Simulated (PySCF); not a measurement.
## Bond curve of ClF⁺

Set-up: Cl def2-SVPD, F def2-SVPD; no relativity (PySCF 2.14). Energies in eV from Cl⁺ + F in their ground configurations at the same level. State: ²Π (doublet), unpaired electrons π ↑.

All columns are PBE0. A positive dipole points towards F; it is taken about the centre of mass and depends on that origin.

```
R (Å)  E (eV)  μ (D)  Mulliken charge on Cl (basis-dependent)  HOMO (eV)  LUMO (eV)  Mayer bond order  ⟨S²⟩
1.341  -1.245  -1.11                                     1.04     -18.17     -15.04              1.11  0.75
1.403  -2.073  -1.35                                     1.08     -18.45     -15.34              1.11  0.75
1.466  -2.522  -1.57                                     1.10     -18.70     -15.60              1.12  0.75
1.512  -2.677  -1.72                                     1.10     -18.87     -15.78              1.14  0.75
1.559  -2.715  -1.85                                     1.10     -19.01     -15.94              1.16  0.75
1.606  -2.665  -1.97                                     1.09     -19.14     -16.08              1.18  0.75
1.668  -2.499  -2.11                                     1.08     -19.29     -16.24              1.21  0.75
1.746  -2.185  -2.27                                     1.05     -19.44     -16.41              1.24  0.75
1.840  -1.726  -2.44                                     1.01     -19.58     -16.54              1.25  0.76
1.964  -1.104  -2.60                                     0.96     -19.65     -16.52              1.07  0.87
```

A fit through these points gives, at Re = 1.554 Å, μ = -1.84 D and dμ/dR = -2.72 D/Å; the reduced mass is 12.31 u.

**Question.** How strong is the fundamental in the double-harmonic approximation, I = 42.26·(dμ/dR)²/μred km/mol?

**Answer.** I = 42.26·(-2.72)²/12.31 = 25.4 km/mol at PBE0.

⟨S²⟩ of the unrestricted solution departs from its pure value on part of the curve, where spin states mix. For an ion De counts to the pair picked by the measured ionisation energies or electron affinities, which need not be the lowest pair at this level. The state is the lowest determinant that a PBE0 search found; another state may lie lower at other levels.
